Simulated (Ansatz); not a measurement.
## Worked example: correlation energy of Si–BH₂, doublet

Geometry: a PBE0/def2-TZVP stationary point for this spin, not checked as a minimum.

```csv
atom,x (Å),y (Å),z (Å)
Si,0.0000,0.0000,0.6345
B,0.0000,0.0000,-1.2907
H,0.0000,-1.0258,-1.9185
H,0.0000,1.0258,-1.9185
```

Basis 6-31G; Ansatz 0.2.0. Only valence electrons are correlated (noble-gas cores frozen), which leaves 9 electrons in 20 orbitals. R marks a restricted (for open shells ROHF) determinant, U an unrestricted one.

Full CI is exact within this basis and frozen core; it isn't the basis-set limit. The frozen core follows each run's orbitals, which can shift R against U totals by a few meV.

Runs differ by some tens of microhartree through their thresholds and, for an open shell, their frozen cores, so steps under 0.1 kcal/mol mean nothing.

| level | total energy (hartree) |
| --- | --- |
| UHF | -314.638157 |
| UMP2 | -314.720461 |
| UCCSD | -314.747041 |
| UCCSD(T) | -314.749539 |
| UCCSDT | -314.750289 |
| UCCSDT(Q) | -314.750384 |
| UCCSDTQ | -314.750401 |
| full CI | -314.750406 |

Q: What is the correlation energy at full CI, and what share of it do UMP2 and UCCSD recover?

A: E(corr) = -314.750406 − (-314.638157) = -0.112249 hartree = -3.054 eV. UMP2: -0.082304 / -0.112249 = 73.32 %. UCCSD: -0.108884 / -0.112249 = 97.00 %.

Q: By how many kcal/mol does UCCSD(T) miss full CI (1 hartree = 627.509 kcal/mol), and which steps make up the rest?

A: -314.749539 − (-314.750406) = 0.000867 hartree = 0.54 kcal/mol. Steps: UCCSDT − UCCSD(T) = -0.47, UCCSDT(Q) − UCCSDT = -0.06, UCCSDTQ − UCCSDT(Q) = -0.01, full CI − UCCSDTQ = 0.00 kcal/mol. That is within 1 kcal/mol of the reference in this basis, which itself misses far more of the correlation at the basis-set limit.
